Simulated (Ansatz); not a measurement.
# C2F (sextet): wave-function methods side by side, def2-QZVPP

An exercise on one series of results from a longer session: the logs are not shown, and one member is left open.

Program: Ansatz 0.2.0, Gaussian basis. Level of theory: def2-QZVPP, core rule «outside noble gas», up to 3 orbitals frozen. These are calculated values, not measurements.

To be run: UHF; ROHF; CCSD(T) on UHF.

**The system**

The geometry is a PBE0/def2-TZVP stationary point (not a proven minimum) of the parent state, kept for this charge and spin.

3 atoms, charge 0, spin multiplicity 6.

Atoms are counted from 1 here; the program's logs count them from 0.

Bond lengths: C1–C2 1.444 Å, C2–F3 1.292 Å. Angles: C1–C2–F3 117.8°.

The first run:

File in.yaml:

```yaml
crystal:
  periodic: [false, false, false]
  atoms:
    - {symbol: C, position_ang: [0.000000, -0.230648, 1.382426]}
    - {symbol: C, position_ang: [0.000000, 0.503978, 0.138719]}
    - {symbol: F, position_ang: [0.000000, -0.172798, -0.961661]}
basis:
  gaussian: {orbitals: "def2-QZVPP.json"}
magnetization: {spin_polarized: true, initial_magnetization: 5}
hamiltonian: {xc: hf}
output: {orbitals: {seedname: orbitals}}
```

Started as:

```sh
ansatz run in.yaml --threads 1 --pin off --events-out ev --progress --plain --max-ram 2393MiB
```

Steps of the session up to this table: UHF; ROHF; CCSD(T) on UHF.

One table of the session follows, with a row left open; its other results are not shown here.

```
  method  from UCCSD(T) (kcal/mol)
    ROHF                   +297.78
     UHF                         ?
    UMP2                    +20.65
   UCCSD                    +10.05
UCCSD(T)                         0
```

**Question.** Estimate the row for UHF.

As computed: from UCCSD(T) (kcal/mol): +294.87. In the column «from UCCSD(T) (kcal/mol)» it lies between UMP2 (+20.65) and ROHF (+297.78).
